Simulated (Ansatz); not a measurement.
Elements on the sites of an ideal fcc lattice, at a guessed lattice constant:

```
Cu Nb Rh Au
1.0
    -3.89410    3.89410   -3.89410
     3.89410    3.89410    3.89410
     3.89410   -3.89410   -3.89410
Cu Nb Rh Au
4 2 7 3
Direct
  0.00000 0.25000 0.75000
  0.50000 0.75000 0.75000
  0.75000 0.00000 0.25000
  0.25000 0.50000 0.25000
  0.00000 0.50000 0.50000
  0.00000 0.75000 0.25000
  0.25000 0.00000 0.75000
  0.50000 0.00000 0.50000
  0.75000 0.50000 0.75000
  0.50000 0.25000 0.25000
  0.00000 0.00000 0.00000
  0.50000 0.50000 0.00000
  0.25000 0.75000 0.00000
  0.25000 0.25000 0.50000
  0.75000 0.75000 0.50000
  0.75000 0.25000 0.00000
```

Cell and atoms were relaxed without symmetry on coarser meshes and computed once more. The calculation used DFT PBEsol, scalar-relativistic, plane waves, PAW (Ansatz).

Plane waves to 420 eV, a k mesh through Γ of 6×6×6 on the computed 16-atom cell and Gaussian smearing (0.10 eV); no spin polarisation.

The relaxation ran on 3×3×3 k points with a smearing of 0.1 eV, from sites shaken by 0.02 Å.

Task: What does the relaxation give?

Result: A volume of 14.20 Å³/atom and no gap on the mesh. It lies 0.08 eV/atom below the elements' standard states (static lattices, no corrections for gases). The atoms leave their sites by 0.10 Å (root mean square) and 0.20 Å at most, and the cell stretches by up to 1.7 % at fixed volume.

```
Cu Nb Rh Au
1.0
    -3.88824    3.77897   -3.81649
     3.86818    3.78861    3.84619
     3.92915   -3.80867   -3.88710
Cu Nb Rh Au
4 2 7 3
Direct
  0.00805 0.25085 0.76411
  0.51066 0.75562 0.75739
  0.74278 0.99780 0.24599
  0.25215 0.49682 0.24469
  0.98904 0.50593 0.52605
  0.00427 0.76078 0.22890
  0.24399 0.98007 0.74141
  0.48258 0.99454 0.49004
  0.75372 0.49048 0.74882
  0.50566 0.24337 0.24480
  0.00502 0.99374 0.00488
  0.50494 0.50904 0.00802
  0.25922 0.74970 0.99908
  0.24647 0.26548 0.50878
  0.73832 0.75989 0.49861
  0.75739 0.24693 0.00369
```

Spin-orbit coupling is left out, which matters for the bands of heavy elements.

Cost: 2 runs of about 45 core-minutes in all (earlier runs that led there not counted), on Arm Neoverse N1 (shared hosts).